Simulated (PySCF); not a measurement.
SCF from a fresh guess for triplet Mg₃, at the PBE0 minimum. PySCF input:

```python
from pyscf import gto, scf, dft
mol = gto.M(atom='''
Mg     0.035830     1.497950    -0.000000
Mg     1.696500    -0.789970     0.000000
Mg    -1.732320    -0.707970    -0.000000''',
    basis={'Mg': 'def2-TZVP'},
    charge=0, spin=2)
mf = dft.UKS(mol, xc='B3LYP')
mf.grids.atom_grid = (50, 194)
aux = {'Mg': 'def2-universal-JKFIT'}
mf = mf.density_fit(auxbasis=aux)
mf.conv_tol = 1e-08
mf.diis_space = 10
mf.max_cycle = 60
mf.init_guess = 'minao'
mf.verbose = 4
mf.kernel()
```

Excerpt of the output (cycles alone):

```
init E= -600.447234396126
cycle= 1 E= -600.218293946713  delta_E= 0.229  |g|= 0.116  |ddm|=  1.2
cycle= 2 E= -600.222198596786  delta_E= -0.0039  |g|= 0.0688  |ddm|= 0.265
cycle= 3 E= -600.22350854617  delta_E= -0.00131  |g|= 0.00654  |ddm|= 0.0658
cycle= 4 E= -600.223575320114  delta_E= -6.68e-05  |g|= 0.00537  |ddm|= 0.0341
cycle= 5 E= -600.223617749417  delta_E= -4.24e-05  |g|= 0.00197  |ddm|= 0.0191
cycle= 6 E= -600.22362458257  delta_E= -6.83e-06  |g|= 0.000954  |ddm|= 0.0077
cycle= 7 E= -600.22362662538  delta_E= -2.04e-06  |g|= 0.000191  |ddm|= 0.00343
cycle= 8 E= -600.22362690063  delta_E= -2.75e-07  |g|= 9.38e-05  |ddm|= 0.00151
cycle= 9 E= -600.223626975089  delta_E= -7.45e-08  |g|= 2.57e-05  |ddm|= 0.000935
cycle= 10 E= -600.223626980953  delta_E= -5.86e-09  |g|= 7.18e-06  |ddm|= 0.000291
Extra cycle  E= -600.223626981161  delta_E= -2.08e-10  |g|= 5.9e-06  |ddm|= 4.45e-05
converged SCF energy = -600.223626981161  <S^2> = 2.0127052  2S+1 = 3.0084582
```

No lower solution of this spin was found by a stability analysis within the unrestricted form.

The search for the lowest solution, with the stability check, took 2.6 s on 4 threads of a shared Intel Xeon @ 2.70GHz host, with 96 basis functions; the process peaked at 0.3 GiB.
